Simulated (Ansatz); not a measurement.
Basis-set series for P2. The species carries charge 0 and has multiplicity 1. The structure was optimised at the PBE0-D4/def2-TZVP level.

```xyz
2

P     0.736   -0.560   -0.171
P    -0.736    0.560    0.171
```

```
functional       basis  functions  energy (Eh)  HOMO (eV)  LUMO (eV)
   PBE0-D4    def2-SVP         36   -682.21618      -8.12      -2.43
   PBE0-D4  def2-QZVPP        140   -682.47064      -8.13      -2.58
   ωB97M-V    def2-SVP         36   -682.44123     -10.01      -0.22
   ωB97M-V  def2-QZVPP        140   -682.69385     -10.08      -0.53
```

Task: Give the rows for def2-TZVPP. (Best estimate.)

Result: The calculation gave: 
```tsv
functional	basis	functions	energy (Eh)	HOMO (eV)	LUMO (eV)
PBE0-D4	def2-TZVPP	84	-682.44912	-8.10	-2.53
ωB97M-V	def2-TZVPP	84	-682.67328	-10.03	-0.44
```

Results of the Gaussian-basis code of Ansatz.
